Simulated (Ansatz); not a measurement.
System: CS, charge 1, doublet. CS+ (parent SMILES [C-]#[S+], doublet).
B3LYP-D3(BJ)/def2-TZVP minimum from Ansatz (an electronic-structure program):
```
C
S 1 1.4861
```
Charge +1, spin multiplicity 2.

Total energies in cc-pV(T+d)Z, 9 correlated electrons, 6 frozen orbitals. Radicals and triplets start from unrestricted determinants; spin-orbit coupling is neglected. Cores are frozen in correlated methods. No relativity. The UHF reference of CS+ (parent SMILES [C-]#[S+], doublet) is spin-contaminated (<S^2> up to 0.71 over the pure value in the sets run).

```tsv
method	program	energy (Eh)	minus CCSDT(Q) (mEh)
HF	Ansatz	-434.99266	294.54
MP2	Ansatz	-435.21427	72.93
CCSD	Ansatz	-435.26374	23.46
CCSD(T)	Ansatz	-435.28157	5.63
CCSDT(Q)	Ansatz	-435.28720	0.00
```

Rough core times of Ansatz's runs on a shared machine: CCSD(T) 20 s, CCSDT(Q) 3 min.
